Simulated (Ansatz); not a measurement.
Results of revPBE in Ansatz (PAW) for hcp Co.

Numerical settings: plane-wave cutoff 520 eV, 30×30×16 k mesh (along the axes of the cell as run), Fermi–Dirac smearing 0.04 eV (set by the program), spin-polarised with parallel moments, scalar-relativistic PAW data made under PBE.

Computed at the level's own relaxed cell.

Hill averages of the elastic tensor: K = 195.2 GPa, G = 95.5 GPa. Volume 11.078 Å³/atom, mean atomic mass 58.933 u.

Work out the density, the sound velocities of a polycrystal and the elastic Debye temperature, and Pugh's ratio at this level.

ρ = 1.66054 × 58.933/11.078 = 8.834 g/cm³. v_l = √[(K + 4G/3)/ρ] = 6.042 km/s and v_t = √(G/ρ) = 3.288 km/s. The mean follows from 3/v_m³ = 1/v_l³ + 2/v_t³: v_m = 3.668 km/s. Θ_D = (ħ/k_B) v_m (6π²/V)^(1/3) = 76.38 K Å s/km × 3.668 × 1.7485 Å⁻¹ = 490 K, counting all atoms of the cell. K/G = 2.04, to be set beside Pugh's rough bound of 1.75 between brittle and ductile metals.

Ansatz is a quantum-chemistry and plane-wave program.
